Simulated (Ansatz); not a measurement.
# AlH₂ (doublet): the correlation ladder, def2-TZVPP

One table from this session's results is given with a row withheld; the runs are named, their logs left out.

The runs use Ansatz 0.2.0, Gaussian basis; def2-TZVPP, core rule «outside noble gas», up to 5 orbitals frozen.

The runs, in order: UHF; ROHF; CCSD(T) on UHF.

2 further runs of the same task are left out: 2 set aside as unsound or not needed.

**What is computed**

The geometry is a PBE0/def2-TZVP stationary point (not a proven minimum) of the parent state, kept for this charge and spin.

3 atoms, charge 0, spin multiplicity 2.

Atoms are counted from 1 here; the program's logs count them from 0.

Bond lengths: Al1–H2 1.722 Å, Al1–H3 1.722 Å. Angles: H2–Al1–H3 63.0°.

Set-up of the first run:

in.yaml reads:

```yaml
crystal:
  periodic: [false, false, false]
  atoms:
    - {symbol: Al, position_ang: [0.000000, 0.000000, -0.102095]}
    - {symbol: H, position_ang: [0.000000, 0.899579, 1.366496]}
    - {symbol: H, position_ang: [0.000000, -0.899579, 1.366496]}
basis:
  gaussian: {orbitals: def2-TZVPP}
magnetization: {spin_polarized: true, initial_magnetization: 1}
hamiltonian: {xc: hf}
output: {orbitals: {seedname: orbitals}}
```

Command:

```
> ansatz run in.yaml --threads 1 --pin off --events-out ev --progress --plain --max-ram 4096MiB --backend cpu
```

Among the steps run: UHF; ROHF; CCSD(T) on UHF.

One table of the session follows, with a row left open; its other results are not shown here.

```
  method  from UCCSD(T) (meV)
    ROHF              +2695.7
     UHF              +2653.0
    UMP2               +651.4
   UCCSD                    ?
UCCSD(T)                    0
```

**Question.** Estimate the row for UCCSD.

The run gave: from UCCSD(T) (meV): +69.0. In the column «from UCCSD(T) (meV)» it lies between UCCSD(T) (0) and UMP2 (+651.4).
